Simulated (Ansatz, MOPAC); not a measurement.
Molecule: C$_{3}$H$_{2}$N (charge 0, doublet). SMILES: [CH]=CC#N

Atoms: C1, C2, C3, H4, H5, N6. Bonds: C1-C2, C1-H4, C2-C3, C2-H5, C3-N6.

Bond lengths (Å) and angles (degrees) optimised at PM7 with MOPAC; MNDO with MOPAC; HF/6-31G* with Ansatz (a program for electronic structure), each started from the B3LYP-D3(BJ)/def2-TZVP structure (Ansatz) of the last column. A row stands for all coordinates that are equal there. 6-31G* holds six Cartesian d functions. No wavenumbers were computed at MNDO, so these may be saddle points.

```csv
coordinate,PM7,MNDO,HF/6-31G*,B3LYP-D3(BJ)/def2-TZVP
C1-C2,1.320,1.319,1.343,1.311
C1-H4,1.023,1.049,1.070,1.078
C2-C3,1.418,1.422,1.429,1.428
C2-H5,1.101,1.098,1.078,1.092
C3-N6,1.158,1.163,1.144,1.152
C1-C2-C3,122.4,124.3,122.6,123.8
C2-C3-N6,179.5,179.2,178.7,178.0
C2-C1-H4,179.5,179.7,133.1,137.2
C1-C2-H5,121.5,120.3,121.3,120.6
C3-C2-H5,116.1,115.5,116.1,115.6
```

Mean signed difference of all 5 bond lengths from B3LYP-D3(BJ)/def2-TZVP: PM7 -0.008 Å, MNDO -0.002 Å, HF/6-31G* 0.001 Å.
